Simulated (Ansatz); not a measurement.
Consider the isomerisation: `CC1=CC1F` → `C=C/C=C\F`.

Computed with Ansatz on PBE0-D4/def2-TZVP structures; ΔE is electronic, products minus reactants. CCSD(T)/CBS adds triple-zeta CCSD(T) − MP2 to the extrapolated MP2 energy (def2 sets, frozen cores). DFT in def2-TZVPP. B3LYP here is the variant with VWN-RPA as its local correlation; programs differ in this. One conformer a species, not always the lowest.

`CC1=CC1F`:

```xyz
10

C    -1.092   -0.354    0.946
C    -0.126   -0.039   -0.113
C     0.293   -0.131   -1.343
C     1.142    0.615   -0.425
F     2.319    0.021    0.029
H    -0.595   -0.908    1.747
H    -1.485    0.565    1.389
H    -1.923   -0.951    0.569
H     0.164   -0.508   -2.344
H     1.303    1.691   -0.455
```

`C=C/C=C\F`:

```xyz
10

C    -1.211   -0.882   -1.091
C    -0.241   -0.656   -0.206
C     0.205    0.666    0.173
C     1.167    0.925    1.051
F     1.834   -0.044    1.685
H    -1.517   -1.889   -1.349
H    -1.729   -0.067   -1.586
H     0.257   -1.494    0.271
H    -0.271    1.527   -0.285
H     1.505    1.913    1.337
```

```
             level  ΔE (kJ/mol)  difference from CCSD(T)/CBS
         r2SCAN-D4        -95.3                          4.1
          B3LYP-D4       -107.0                         -7.6
           ωB97X-V        -80.9                         18.5
           ωB97M-V        -90.1                          9.3
            B2PLYP       -102.1                         -2.7
            r2SCAN        -95.2                          4.2
              PBE0        -84.2                         15.2
             B3LYP       -106.4                         -7.0
     HF/def2-TZVPP       -109.8                        -10.4
    MP2/def2-TZVPP        -87.7                         11.7
SCS-MP2/def2-TZVPP        -94.9                          4.5
CCSD(T)/def2-TZVPP       -102.5                         -3.1
     HF/def2-QZVPP       -109.9                        -10.5
    MP2/def2-QZVPP        -86.0                         13.4
SCS-MP2/def2-QZVPP        -93.2                          6.2
      HF/CBS(def2)       -110.0                        -10.6
       CCSD(T)/CBS        -99.4                            0
```

Largest T1 diagnostic among the species: 0.012.

In def2-TZVPP, CCSD(T) changes the Hartree–Fock value by +7.3 kJ/mol (the triples alone add −2.1 kJ/mol) and MP2 by +22.1 kJ/mol. From PBE to PBE0 (25 % exact exchange), in def2-TZVPP and without D4, ΔE moves by +6.1 kJ/mol.
